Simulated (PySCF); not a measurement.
# Bond curve of LiO⁺

Set-up: PySCF, spin-free X2C with a Gaussian nucleus, basis sets Li x2c-SVPall, O x2c-SVPall. Energies in eV from Li⁺ + O in their ground configurations at the same level. All curves are PBE0. state 1: ³Σ⁻ (triplet), unpaired electrons π ↑↑; state 2: ³Π (triplet), unpaired electrons σ ↑, π ↑, a second solution, started from another occupation; state 3: Ms = 0 determinant of mixed spin (⟨S²⟩ near 1.0), unpaired electrons π ↑↓, a mixture of terms (⟨Lz²⟩ = 2.0), a second solution, started from another occupation; state 4: Ms = 0 determinant of mixed spin (⟨S²⟩ near 1.0), unpaired electrons σ ↓, π ↑, a second solution, started from another occupation.

```json
{"R (Å)": "1.805", "state 1": "-0.4462", "state 2": "0.1052", "state 3": "0.3422", "state 4": "0.8914"}
{"R (Å)": "1.889", "state 1": "-0.5337", "state 2": "0.0263", "state 3": "0.2560", "state 4": "0.8089"}
{"R (Å)": "1.973", "state 1": "-0.5797", "state 2": "-0.0228", "state 3": "0.2110", "state 4": "0.7570"}
{"R (Å)": "2.036", "state 1": "-0.5951", "state 2": "-0.0459", "state 3": "0.1963", "state 4": "0.7321"}
{"R (Å)": "2.099", "state 1": "-0.5988", "state 2": "-0.0608", "state 3": "0.1931", "state 4": "0.7157"}
{"R (Å)": "2.162", "state 1": "-0.5938", "state 2": "-0.0696", "state 3": "0.1984", "state 4": "0.7057"}
{"R (Å)": "2.246", "state 1": "-0.5779", "state 2": "-0.0748", "state 3": "0.2147", "state 4": "0.6994"}
{"R (Å)": "2.351", "state 1": "-0.5484", "state 2": "-0.0745", "state 3": "0.2444", "state 4": "0.6987"}
{"R (Å)": "2.477", "state 1": "-0.5060", "state 2": "-0.0690", "state 3": "0.2868", "state 4": "0.7036"}
{"R (Å)": "2.645", "state 1": "-0.4461", "state 2": "-0.0579", "state 3": "0.3465", "state 4": "0.7145"}
```

Problem. Put a parabola through the three lowest points of the state 1 curve and estimate Re, k and ωe (reduced mass 4.877 u; 1 eV/Å² = 0.16022 mdyn/Å; ωe = 1302.8·√(k/μ) cm⁻¹).

Solution. Through R = 2.036, 2.099, 2.162 Å the second-order coefficient is 1.10 eV/Å², so Re ≈ 2.094 Å, k ≈ 0.351 mdyn/Å and ωe ≈ 350 cm⁻¹. A polynomial fit of higher order to the unrounded PBE0 energies gives Re = 2.091 Å, k = 0.360 mdyn/Å, ωe = 354 cm⁻¹; anharmonicity and rounding make the difference.

The higher-order fit for each curve: state 1: Re = 2.091 Å, ωe = 354 cm⁻¹, De = 0.60 eV; state 2: Re = 2.291 Å, ωe = 172 cm⁻¹, minimum 0.075 eV below the ground-state fragments; state 3: Re = 2.088 Å, ωe = 354 cm⁻¹, minimum 0.193 eV above the ground-state fragments; state 4: Re = 2.308 Å, ωe = 170 cm⁻¹, minimum 0.70 eV above the ground-state fragments.

For an ion De counts to the pair picked by the measured ionisation energies or electron affinities, which need not be the lowest pair at this level. The state was picked by a PBE0 search and need not be the measured ground state.
